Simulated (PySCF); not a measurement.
**Worked example: H2C–F⁺, singlet against H2C–F, doublet**

Geometry (PBE0/def2-TZVP stationary point of a doublet), kept for both states (H2C–F, doublet: B1; H2C–F⁺, singlet: A1):

```xyz
4

C     0.0000    0.0000    0.7354
F     0.0000    0.0000   -0.5936
H     0.0000    0.9677    1.2129
H     0.0000   -0.9677    1.2129
```

Basis cc-pVDZ; PySCF 2.14.0. Correlated methods freeze the noble-gas cores. R marks a restricted (for open shells ROHF) determinant, U an unrestricted one.

Full CI isn't at hand for all of this; RCCSDT serves as the reference. It lacks quadruple excitations, which often exceed the step from CCSD(T) to CCSDT. The frozen core follows each run's orbitals, which can shift R against U totals by a few meV.

```tsv
level	E(H2C–F, doublet) (hartree)	E(H2C–F⁺, singlet) (hartree)
UHF	-138.411310	-138.089461
UMP2	-138.715676	-138.394045
UCCSD(T)	-138.742129	-138.420547
PBE	-138.920350	-138.589452
PBE0	-138.929260	-138.590736
RCCSDT	-138.742650	-138.421336
```

Q: Give the vertical gap, H2C–F⁺ singlet less H2C–F doublet, at each level in eV (1 hartree = 27.2114 eV), and each error against RCCSDT.

A: RCCSDT: (-138.421336 − (-138.742650)) × 27.2114 = 8.743 eV (the reference)
PBE0: (-138.590736 − (-138.929260)) × 27.2114 = 9.212 eV, error 0.469 eV
PBE: (-138.589452 − (-138.920350)) × 27.2114 = 9.004 eV, error 0.261 eV
UCCSD(T): (-138.420547 − (-138.742129)) × 27.2114 = 8.751 eV, error 0.008 eV
UMP2: (-138.394045 − (-138.715676)) × 27.2114 = 8.752 eV, error 0.009 eV
UHF: (-138.089461 − (-138.411310)) × 27.2114 = 8.758 eV, error 0.015 eV

Total energies of functionals can't be set beside those of wave-function methods, since they hold the core's correlation and their own absolute errors; only the differences compare.

In so small a basis the reference is far from its limit while semilocal and hybrid functionals are nearer theirs, so the functionals' errors here hold much of the reference's basis and frozen-core error, which can add to them or hide them.

Each level lands on the state that its own search finds. T1 diagnostics of restricted CCSD: 0.018 and 0.027.
